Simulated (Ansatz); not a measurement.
A made-up structure of CH4NSi (charge -1), closed shell:

```xyz
7
angstrom
C -0.6474 0.4518 -0.3029
Si 0.7558 -0.6469 0.3955
N 0.7210 -2.1491 0.9149
H -0.4131 0.7822 -1.3226
H -1.5887 -0.1033 -0.3189
H 0.7949 -3.1644 0.9785
H 1.9501 0.3121 0.3254
```

It is relaxed with PBE-D4/def2-SVPD and then PBE0-D4/def2-TZVPD (Ansatz 0.2.0). Atoms count as bonded within 1.22 times the sum of their covalent radii (H–H: 0.88 Å). The end point is not checked to be a true minimum.

(1) Does its bonding change? (A judgement: the text doesn't fix the answer.)

Answers

(1) The calculation gives: No: no bond forms or breaks.

Where it ends: The first stage lowers the energy by 1.00 eV in 12 steps. It ends as CH₄NSi ([CH2][SiH][NH]), total charge -1:
```csv
atom,x (Å),y (Å),z (Å)
C1,-0.6356,0.2239,-0.4701
Si2,0.5607,-0.8081,0.2356
N3,0.4314,-2.3011,0.9009
H4,-0.3294,1.1913,-0.8598
H5,-1.6917,-0.0114,-0.5631
H6,1.3135,-2.6704,1.2398
H7,1.9236,-0.1419,0.1866
```

Labels in which every atom is bracketed show which atoms are joined, not bond orders.

For scale, one of the runs: PBE0-D4/def2-TZVPD relaxation, 153 basis functions, launched by `ansatz run in.yaml --threads 2 --pin off --events-out ev --progress --plain --max-ram 4352MiB`. The run took about 22 s on 2 CPU threads of an Arm Neoverse V1 (shared host).
